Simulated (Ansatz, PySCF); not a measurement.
System: AlCl₂, net charge 0, doublet state. SMILES: [Cl][Al][Cl]
Geometry from a B3LYP-D3(BJ)/def2-TZVP (Ansatz, a program for electronic structure) optimisation:
```xyz
3

Al    -0.0038     0.7767     0.0269
Cl     1.8221    -0.2876    -0.0212
Cl    -1.8191    -0.3063     0.0006
```
Charge 0, spin multiplicity 2.

PBE beside other levels, property by property. Cores are frozen in the correlated levels unless marked. Open shells are spin-unrestricted. No spin-orbit coupling. No relativistic terms. CBS marks a two-point X^-3 extrapolation of the correlation energy; Hartree-Fock from the larger set. Rows marked 298 K are enthalpies with B3LYP-D3(BJ) harmonic zero-point and thermal terms from PySCF. Atomisation energies are electronic, to ground-state atoms; the column to compare with has the core term from cc-pwCVTZ added, other frozen-core levels have none. The coupled-cluster column (Ansatz) is a level with limits of its own: CCSD(T)/CBS(cc-pV(T+d)Z,cc-pV(Q+d)Z).

```tsv
property	r2SCAN-D4/def2-TZVPD (Ansatz + dftd4)	B3LYP-D3(BJ)/def2-TZVPD (Ansatz + dftd3)	B2PLYP-D3(BJ)/def2-TZVPD (Ansatz + dftd3)	coupled cluster
Al-Cl bond dissociation enthalpy, 298 K, to [Al][Cl] + Cl atom (kcal/mol)	79.1	68.6	69.9	72.2
atomisation energy (kcal/mol)	200.1	188.2	190.1	194.4
```

### Question
What does PBE/def2-TZVPD (Ansatz) give for each property, and on which side of coupled cluster does it fall?

### Answer

- Al-Cl bond dissociation enthalpy, 298 K, to [Al][Cl] + Cl atom: PBE lies 0.7 kcal/mol above coupled cluster; PBE gives 72.9 kcal/mol.
- atomisation energy: PBE agrees within rounding with coupled cluster; PBE gives 194.4 kcal/mol.
